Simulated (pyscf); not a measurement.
Single points on ωB97X-D3(BJ)/def2-SVP structures (PySCF, gas phase).

For the elementary gas-phase step [HS–Ga–Cl]• (SMILES [SH][Ga][Cl]) + HCl (SMILES Cl) -> H₂S (SMILES S) + [Cl–Ga–Cl]• (SMILES [Cl][Ga][Cl]) (doublet surface; Ga–S, Cl–H broken, H–S, Cl–Ga formed), what barrier and reaction energy does ωB97M-D3(BJ)/def2-TZVP give, measured from the separated reactants?

ΔE‡ = 1.6 kcal/mol, ΔE = -6.4 kcal/mol. Zero-point energy shifts the barrier by -0.3 kcal/mol. It is a four-centre exchange, with an imaginary mode of 724i cm⁻¹. On the reactant side the descent ends in a complex, 5.9 kcal/mol under the separated species and 5.9 kcal/mol under the saddle at ωB97X-D3(BJ)/def2-TZVP. On the product side the descent ends in an adduct with a Ga–S contact, 13.1 kcal/mol under the separated species and 18.5 kcal/mol under the saddle at ωB97X-D3(BJ)/def2-TZVP. What is counted as broken (Ga–S) persists as a longer contact in the product adduct; parting that adduct is a step of its own. One saddle was located; it need not be the lowest between these sides. Elements up to Kr have no core potential and no relativistic terms here.
